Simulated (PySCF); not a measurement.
Gas-phase reaction: 3 Al(CH₃)F₂ + C₃H₈ → 2 AlF₃ + C₄H₁₀ (n-butane) + AlH(CH₃)₂

Computed with PySCF and rigid-rotor harmonic-oscillator thermochemistry at 1 bar. † marks an energy on the PBE0/def2-TZVP geometry and frequencies. All species are closed-shell singlets. Al(CH₃)F₂, AlH(CH₃)₂: computed as isolated molecules; such fragments, hydroxides, amides, oligomers or adducts are transient or little studied in the gas.

ωB97M-V/def2-TZVP† gives ΔH°(298 K) = 109 kJ.

Q: What do M06-2X/def2-TZVP†, PBE/def2-TZVP†, ωB97X-V/def2-TZVP† give?

A: M06-2X/def2-TZVP†: 118 kJ; PBE/def2-TZVP†: 114 kJ; ωB97X-V/def2-TZVP†: 104 kJ. For scale, ΔH°(298 K) is 109 kJ at this level, 104 kJ at ωB97X-V/def2-TZVP†, and runs from 93 to 121 kJ over the 17 levels computed.
